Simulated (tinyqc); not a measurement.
Inside a calculation. Method: CIS and TDHF on RHF in the sto-3g basis, frozen core, for HF, spin multiplicity 1. One step of it, computed by the program tinyqc.

Task: TDHF (RPA) triplet states. B(ia,jb) = - (ib|ja); the squared energies are the eigenvalues of (A - B)(A + B); 1 hartree = 27.211386 eV.

CIS matrix A, triplet (hartree):
```
           2>6        3>6       4>6       5>6
2>6   1.323124  -0.065532  0.000000  0.000000
3>6  -0.065532   0.439530  0.000000  0.000000
4>6   0.000000   0.000000  0.363090  0.000000
5>6   0.000000   0.000000  0.000000  0.363090
```

Two-electron integrals over orbitals (pq|rs), unique and non-zero (hartree); the lowest 1 orbital is frozen and left out:
```
(22|22) 0.858530    (32|22) -0.028292   (32|32) 0.154071    (33|22) 0.742240
(33|32) -0.039924   (33|33) 0.744642    (42|42) 0.182962    (43|42) -0.039745
(43|43) 0.044816    (44|22) 0.882043    (44|32) -0.076731   (44|33) 0.737530
(44|44) 0.997514    (52|52) 0.182962    (53|52) -0.039745   (53|53) 0.044816
(54|54) 0.053770    (55|22) 0.882043    (55|32) -0.076731   (55|33) 0.737530
(55|44) 0.889973    (55|55) 0.997514    (62|22) -0.120315   (62|32) -0.053554
(62|33) -0.032949   (62|44) -0.118217   (62|55) -0.118217   (62|62) 0.095166
(63|22) -0.182007   (63|32) 0.093727    (63|33) -0.116870   (63|44) -0.207646
(63|55) -0.207646   (63|62) 0.053030    (63|63) 0.189250    (64|42) -0.039435
(64|43) -0.016605   (64|64) 0.030972    (65|52) -0.039435   (65|53) -0.016605
(65|65) 0.030972    (66|22) 0.672559    (66|32) 0.065532    (66|33) 0.667412
(66|44) 0.646268    (66|55) 0.646268    (66|62) -0.064607   (66|63) -0.016952
(66|66) 0.707318
```

Give: TDHF matrix B, triplet; squared energies w^2; TDHF energies from the positive w^2.

Result:

TDHF matrix B, triplet (hartree):
```
        2>6     3>6     4>6     5>6
2>6  -0.095  -0.053   0.000   0.000
3>6  -0.053  -0.189   0.000   0.000
4>6   0.000   0.000  -0.031   0.000
5>6   0.000   0.000   0.000  -0.031
```

squared energies w^2 (hartree^2): 0.131  0.131  0.149  1.753

TDHF energies from the positive w^2 (eV): 9.844  9.844  10.510  36.025
